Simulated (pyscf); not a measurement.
Four-centre exchange: H₂N–SiH₂–F + SiH₄ -> F–SiH₂–NH–SiH₃ + H₂

Gas phase, singlet surface, charge 0. Bonds broken: N1–H4, Si8–H9. Bonds formed: N1–Si8, H4–H9. Single points on ωB97X-D3(BJ)/def2-SVP structures (PySCF, gas phase).

Transition state (Å):

```xyz
12

N     -0.9656    -0.5137     0.2244
Si     0.5672    -0.2922    -0.6256
F      0.7712    -1.5538    -1.6245
H     -1.9825    -0.2671    -0.3550
H     -1.0265    -1.3593     0.7990
H      0.4272     0.9508    -1.4139
H      1.7052    -0.2803     0.3199
Si    -1.7608     1.0006     1.1160
H     -2.8496     0.5229    -0.3014
H     -2.9405     0.7356     1.9834
H     -1.6114     2.3191     0.4405
H     -0.6395     1.0708     2.1469
```

One imaginary mode, 1425i cm⁻¹; descent along it reached the two sides named.

```csv
bond,change,reactant side (Å),saddle,product side
N1–H4,breaks,1.015,1.196,3.4
Si8–H9,breaks,1.489,1.850,3.5
N1–Si8,forms,3.2,1.929,1.749
H4–H9,forms,3.0,1.174,0.760
```

Electronic energies relative to the separated reactants (kcal/mol):

| level | barrier | reaction energy | reverse barrier |
|---|---|---|---|
| ωB97X-D3(BJ)/def2-TZVP | 46.1 | -8.7 | 54.8 |
| PBE/def2-TZVP | 43.2 | -4.9 | 48.1 |
| r²SCAN/def2-TZVP | 44.2 | -7.2 | 51.5 |
| B3LYP-D3(BJ)/def2-TZVP | 46.9 | -7.3 | 54.2 |
| PBE0-D3(BJ)/def2-TZVP | 43.7 | -6.3 | 50.0 |
| M06-2X/def2-TZVP | 47.3 | -9.6 | 56.9 |
| ωB97M-D3(BJ)/def2-TZVP | 47.4 | -6.8 | 54.1 |
| HF/def2-TZVP | 66.7 | -3.8 | 70.5 |

With ωB97M-D3(BJ)/def2-TZVP energies and thermal terms (ideal gas, 1 atm, RRHO with modes under 100 cm⁻¹ raised to 100, one conformer, R ln 2 for rigid chiral ones), in kcal/mol:

| T (K) | ΔH‡ | ΔG‡ | ΔH | ΔG |
|---|---|---|---|---|
| 298 | 45.5 | 55.7 | -9.1 | -7.5 |
| 600 | 45.6 | 66.1 | -8.0 | -6.4 |
| 900 | 46.3 | 76.2 | -7.1 | -5.7 |
| 1200 | 47.2 | 86.0 | -6.4 | -5.4 |

This is the saddle that the search found; another between the same sides may lie lower.
